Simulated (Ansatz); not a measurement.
# C2H5N (ethanimine), run twice

Wanted: a geometry optimisation of C2H5N (ethanimine), LC-wPBE-D4/def2-SVP (density fitting with cc-pVTZ-jkfit, damping of pbe).

The calculation is run with Ansatz 0.2.0.

5 further runs of the same task are left out: 5 set aside as unsound or not needed.

### Step 1. The system as given

The species is C2H5N (8 atoms), meant as a singlet with charge 0. SMILES: `[H]/N=C\C`. Geometry: relaxed at PBE0-D4/def2-TZVP. The run starts from this shape.

Bond lengths: C1–C2 1.493 Å, C2–N3 1.263 Å, C1–H4 1.094 Å, C1–H5 1.092 Å, C1–H6 1.094 Å, C2–H7 1.095 Å, N3–H8 1.023 Å. Angles: C1–C2–N3 127.9°, C1–C2–H7 115.5°, N3–C2–H7 116.6°, C2–C1–H4 110.3°, C2–C1–H5 111.6°, C2–C1–H6 110.3°, C2–N3–H8 110.6°, H4–C1–H5 109.0°, H4–C1–H6 106.6°, H5–C1–H6 108.9°.

### Step 2. Try one

Contents of molecule.yaml:

```yaml
basis:
  gaussian:
    orbitals: def2-SVP
    fitting:
      mean_field: cc-pVTZ-jkfit
    final_grid:
      core_spheres: 1
      valence_spheres: 1
      degree: 3
crystal:
  periodic: [false, false, false]
  atoms:
    - {symbol: C, position_ang: [-0.471200, 0.591900, -0.316000]}
    - {symbol: C, position_ang: [0.663100, -0.171000, 0.284300]}
    - {symbol: N, position_ang: [0.697800, -1.395000, 0.593600]}
    - {symbol: H, position_ang: [-0.168400, 1.032800, -1.270700]}
    - {symbol: H, position_ang: [-1.342300, -0.045400, -0.480200]}
    - {symbol: H, position_ang: [-0.756700, 1.422800, 0.336400]}
    - {symbol: H, position_ang: [1.571900, 0.409700, 0.476500]}
    - {symbol: H, position_ang: [-0.194200, -1.845700, 0.376100]}
hamiltonian:
  xc: {name: LC-wPBE}
  dispersion: {method: d4, functional: pbe}
relax:
  max_steps: 40
```

Command:

```bash
$ ansatz run molecule.yaml --threads 1 --pin off --max-ram 2610MiB --events-out events.jsonl --progress --plain --runs-dir runs
```

What it wrote:

```text
Warning: RAYON_NUM_THREADS=1 ignored (pool sized by the plan → 1); use --threads N
The last accepted step is kept in runs//last_step.txt (removed where the run ends without a failure and the disk answers)
[... 182 lines left out ...]
Total energy: -3637.13057130 eV, -133.6620831597 hartree
[... 8 lines left out ...]
Dipole moment:    -0.501337     0.230652    -0.239574 e Å
```

Run time: 19 s. Hardware: 1 thread of Arm Neoverse V1, shared host; peak memory 0.23 GiB.

### Step 3. Reading the log

The run finished; that doesn't make the result usable.

The fault: the grid is far too coarse. To mend it: integration grid default in place of 1,1,3.

### Step 4. Second attempt

Changes to molecule.yaml since step 2:

```diff
@@ -5,6 +5,2 @@
       mean_field: cc-pVTZ-jkfit
-    final_grid:
-      core_spheres: 1
-      valence_spheres: 1
-      degree: 3
 crystal:
@@ -23,3 +19,2 @@
   dispersion: {method: d4, functional: pbe}
-relax:
-  max_steps: 40
+relax: {}
```

Command:

```bash
$ ansatz run molecule.yaml --threads 1 --pin off --max-ram 2610MiB --events-out events.jsonl --progress --plain --runs-dir runs
```

What it wrote (excerpt; [...] marks lines left out):

```text
Warning: RAYON_NUM_THREADS=1 ignored (pool sized by the plan → 1); use --threads N
[...]
Functional definition: LC-wPBE
  name "LC-wPBE"
[...]
387 factors; integrals over basis functions are off by at most 1.4e-1 eV
387 factors; integrals over basis functions are off by at most 1.3e-6 eV
[...]
mean field -3639.95028743 eV, -133.7657058163 hartree, gradient 2.6e-5 eV, S^2 0.000000; 0 other end points of the search recorded, 0 dependent functions left out
[...]
reference -3639.95028744 eV, -133.7657058165 hartree; 12, 12 occupied and 55, 55 virtual orbitals, 387 factors
relax step   1: F+E_penalty+E_count = -3640.04489670 eV  Δ(F+E_penalty+E_count) = +0.000e0 eV  max|allowed force component| = 2.428e-1 eV/Å  Δτ_max = 0.0000 Å  (26 SCF iters, accepted)
[...]
reference -3639.95445977 eV, -133.7658591466 hartree; 12, 12 occupied and 55, 55 virtual orbitals, 387 factors
Total energy: -3640.04902166 eV, -133.7693342321 hartree
Atom 0 at    -0.471248     0.591729    -0.316005 Å, force    -0.002050     0.004831    -0.003066 eV/Å
Atom 1 at     0.666920    -0.173188     0.286054 Å, force     0.004955    -0.009038     0.007678 eV/Å
Atom 2 at     0.698296    -1.397574     0.594435 Å, force     0.003212    -0.005841     0.001853 eV/Å
Atom 3 at    -0.168349     1.032781    -1.277130 Å, force    -0.001050    -0.001428     0.001781 eV/Å
Atom 4 at    -1.347878    -0.050132    -0.481136 Å, force     0.000990     0.000337     0.000187 eV/Å
Atom 5 at    -0.760525     1.425312     0.340877 Å, force     0.000396    -0.002446    -0.001029 eV/Å
Atom 6 at     1.582047     0.413743     0.479333 Å, force    -0.004398     0.004648    -0.004192 eV/Å
Atom 7 at    -0.199262    -1.842571     0.373571 Å, force    -0.002055     0.008937    -0.003211 eV/Å
Dipole moment:    -0.334037     0.335692    -0.203683 e Å
```

Wall time 5.7 s (1 thread of Arm Neoverse V1, shared host); peak memory 0.23 GiB.

Steps, from the record of the run:

| step | energy from the first frame kept (eV) | largest force (eV/Å) |
| --- | --- | --- |
| 1 | 0.0000 | 0.3041 |
| 2 | -0.0038 | 0.0938 |
| 3 | -0.0041 | 0.0129 |

After the run. Bond lengths: C1–C2 1.498 Å, C2–N3 1.263 Å, C1–H4 1.100 Å, C1–H5 1.099 Å, C1–H6 1.100 Å, C2–H7 1.104 Å, N3–H8 1.026 Å. Angles: C1–C2–N3 127.7°, C1–C2–H7 115.4°, N3–C2–H7 116.9°, C2–C1–H4 110.3°, C2–C1–H5 111.6°, C2–C1–H6 110.3°, C2–N3–H8 110.3°, H4–C1–H5 108.8°, H4–C1–H6 106.9°, H5–C1–H6 108.8°.

### Step 5. What came out

At LC-wPBE-D4/def2-SVP (density fitting with cc-pVTZ-jkfit, damping of pbe):

```
               quantity          value
total energy at the end  -133.76933 Eh
          dipole moment         2.48 D
      dispersion energy   -9.12 kJ/mol
```

What this shows: The first attempt's energy was +2.918 eV off this one. The optimisation took 2 steps and changed the energy by -0.004 eV. Mulliken charges run from -0.14 on N3 to +0.09 on H8.
